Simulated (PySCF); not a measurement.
C7H5N: calculation and literature

Structure with atom numbers: `[N:1]#[C:2][c:3]1[cH:4][cH:5][cH:6][cH:7][cH:8]1`. Each H is labelled by its parent atom.

- PBE0-D3(BJ)/def2-SVP structure
- NMR shieldings at PBE0/pcSseg-1/GIAO
- spin–spin couplings from B3LYP/pcJ-1 (spin–dipole term only in couplings to heteroatoms)
- run in PySCF 2.14.0 with density-fitted response routines
- non-relativistic, a single conformation, fast rotation and ring inversion assumed for equivalent nuclei, gas phase

Reference values: estimated from measurements, as parent shift plus tabulated substituent increment (solution, CCl4; Levy, Lichter, Nelson pp. 111-112; Breitmaier, Voelter pp. 256-258, as tabulated by Wired Chemist).
```tsv
atoms	quantity	reference	computed	computed, scaled
C6	δ 13C	132.4	137.5	132.3
C4/C8	δ 13C	132.1	139.5	134.2
C5/C7	δ 13C	129.1	134.3	129.2
C3	δ 13C	113.1	118.3	113.7
```

Reference values: measured (solution, CCl4; Shapiro, Mohrmann, J. Phys. Chem. Ref. Data 1977, 6, 919).
```json
{"atoms": "H(C4)/H(C8)", "quantity": "δ 1H", "reference": "7.62", "computed": "7.77", "computed, scaled": "7.58"}
{"atoms": "H(C6)", "quantity": "δ 1H", "reference": "7.54", "computed": "7.65", "computed, scaled": "7.47"}
{"atoms": "H(C5)/H(C7)", "quantity": "δ 1H", "reference": "7.44", "computed": "7.58", "computed, scaled": "7.40"}
```

Reference values: estimated from measurements, as parent shift plus tabulated substituent increment (solution, not stated per compound (mostly CDCl3 or CCl4); Pretsch, Buehlmann, Badertscher, Structure Determination of Organic Compounds, 4th ed. (2009)).
```csv
atoms,quantity,reference,computed,"computed, scaled"
C6,δ 13C,132.8,137.5,132.3
C4/C8,δ 13C,132.0,139.5,134.2
C5/C7,δ 13C,129.2,134.3,129.2
H(C4)/H(C8),δ 1H,7.66,7.77,7.58
H(C6),δ 1H,7.62,7.65,7.47
H(C5)/H(C7),δ 1H,7.48,7.58,7.40
```

Reference values: measured (solution, CCl4, 309 K; Shapiro, Mohrmann, J. Phys. Chem. Ref. Data 1977, 6, 919).
```json
{"atoms": "H(C4)/H(C8)", "quantity": "δ 1H", "reference": "7.60", "computed": "7.77", "computed, scaled": "7.58"}
{"atoms": "H(C6)", "quantity": "δ 1H", "reference": "7.56", "computed": "7.65", "computed, scaled": "7.47"}
{"atoms": "H(C5)/H(C7)", "quantity": "δ 1H", "reference": "7.44", "computed": "7.58", "computed, scaled": "7.40"}
```

Computed shifts are σ(ref) − σ with the named reference compound (TMS for H and C) calculated as an isolated molecule at the same level. The measured values may be among those fitted. Scaled to experiment by linear calibration (H and C: mostly CDCl3 data, vs TMS): 1H (scatter 0.21 ppm rms, 0.22 ppm with the 3 outliers that the fit left out); 13C (scatter 1.9 ppm rms, 2.3 ppm with the 23 outliers that the fit left out). A few per cent of atoms miss by over 2 rms, more outside the fitted compound classes.

Coupling constants in Hz (some tables give magnitudes without signs):
| coupling | reference | computed | source |
| --- | --- | --- | --- |
| 3J(H(C4),H(C5)) | 7.8 | 8.7 | measured; solution (compiled); Pretsch, Buehlmann, Badertscher, Structure Determination of Organic Compounds, 4th ed., Springer 2009 |
| 4J(H(C4),H(C6)) | 1.3 | 0.9 | measured; solution (compiled); Pretsch, Buehlmann, Badertscher, Structure Determination of Organic Compounds, 4th ed., Springer 2009 |
| 5J(H(C4),H(C7)) | 0.7 | 0.6 | measured; solution (compiled); Pretsch, Buehlmann, Badertscher, Structure Determination of Organic Compounds, 4th ed., Springer 2009 |
| 4J(H(C4),H(C8)) | 1.8 | 1.5 | measured; solution (compiled); Pretsch, Buehlmann, Badertscher, Structure Determination of Organic Compounds, 4th ed., Springer 2009 |
| 3J(H(C5),H(C6)) | 7.7 | 8.5 | measured; solution (compiled); Pretsch, Buehlmann, Badertscher, Structure Determination of Organic Compounds, 4th ed., Springer 2009 |
| 4J(H(C5),H(C7)) | 1.3 | 0.9 | measured; solution (compiled); Pretsch, Buehlmann, Badertscher, Structure Determination of Organic Compounds, 4th ed., Springer 2009 |

(1) How far are the unscaled 13C shifts from the references?

(2) How far are the unscaled 1H shifts from the references?

## Answers

(1) Mean signed difference +5.74 ppm, mean absolute 5.74 ppm over 7 comparisons; the largest is +7.5 ppm at C4/C8 (aromatic CH).

(2) Mean signed difference +0.12 ppm, mean absolute 0.12 ppm over 9 comparisons; the largest is +0.17 ppm at H(C4)/H(C8) (hydrogen on an aromatic CH).

22 of the 38 published NMR values on file for this molecule are compared. The rest: values whose atom or origin is in doubt.

Unscaled 3J(H,H) at this level run about 10 % above measured values.
